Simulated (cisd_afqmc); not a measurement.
Input (AFQMC/CISD/cc-pV(D+d)Z; cisd_afqmc is a phaseless AFQMC code with CISD trial states that reads the integrals written by Ansatz): A basis named .json is the Basis Set Exchange file of that set.

Ansatz 0.2 input:
```python
import cisd_afqmc

open("ham.yaml", "w").write("""\
crystal:
  periodic: [false, false, false]
  atoms:
    - {symbol: C, position_ang: [-0.01391223, 1.10555582, 0.01242075]}
    - {symbol: S, position_ang: [0.00131840, -0.69162862, -0.00793970]}
    - {symbol: H, position_ang: [1.03361851, 1.42417014, 0.04011488]}
    - {symbol: H, position_ang: [-0.50619286, 1.49393861, 0.90330915]}
    - {symbol: H, position_ang: [-0.46504668, 1.51461421, -0.89091335]}
basis:
  gaussian:
    orbitals: cc-pV_D+d_Z.json
magnetization: {spin_polarized: true, initial_magnetization: 1}
correlation: {method: ccsd, electrons: outside_noble_gas, hamiltonian_folder: ham}
""")
rep = cisd_afqmc.ansatz("ham.yaml")
e_ccsd = rep["correlation"]["coupled_cluster"]["energy"]["hartree"]
out = cisd_afqmc.run("ham", e_ccsd, trial="CISD", walkers=200, populations=8, threads=8, dt=0.005, steps=40, early=24, settle=10, least=32,
    cut=5e-5, rank_cut=2e-4, target=0.0004, seconds=1500, seed=1, memory=17280, gpu=False)
```

Output:

```
orbitals 46, occupied [7, 6], factors 269 of 488, rank of the doubles 239 of 513
E(HF) = -437.125826
E(CCSD) on the cut factors = -437.416940, shift to the whole factors -0.000015
Energy of the trial state on the determinant = -437.416900
  tau behind 7.2 of longer steps, mean of the populations' last blocks
   2.0  -437.42520
   4.0  -437.42492
   6.0  -437.42559
   8.0  -437.42628
blocks 308 (0 outliers left out), error by blocks joined: 1: 0.00014, 2: 0.00017, 4: 0.00021, 8: 0.00027, 16: 0.00027
E(AFQMC/CISD) = -437.42578 +/- 0.00027
```

The two halves of the walk average -437.42518 and -437.42636 Eh, farther apart than the printed bar allows, so the bar may be too narrow.
